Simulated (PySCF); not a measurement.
# SO₂: electronic excitations at several levels of theory

The runs use PySCF 2.14.0, with density-fitted response routines of our own; the level of theory stands in each step. All values are computed, except where a source is named. Atoms count from 0, in the outputs and in this text.

### Step 1. The molecule as given

3 atoms, charge 0, multiplicity 1; geometry from: GFN2-xTB.

Bonds of the start (Å): O0–S1 1.43, S1–O2 1.43.

### Step 2. Relaxing the molecule at PBE0-D3(BJ)/def2-TZVP

The job: settings as JSON, then the geometry in Å.

```
{"job": {"xc": "PBE0", "basis": "def2-TZVP", "d3": "d3bj", "grid": 2, "kind": "geom"}, "charge": 0, "multiplicity": 1}
O     -1.200850     0.431620    -0.002200
S     -0.016600    -0.377350    -0.002170
O      1.234060     0.324630     0.006540
```

**Question.** How long does this first job take on 2 threads of Arm Neoverse V1, shared host?

About 5.5 s.
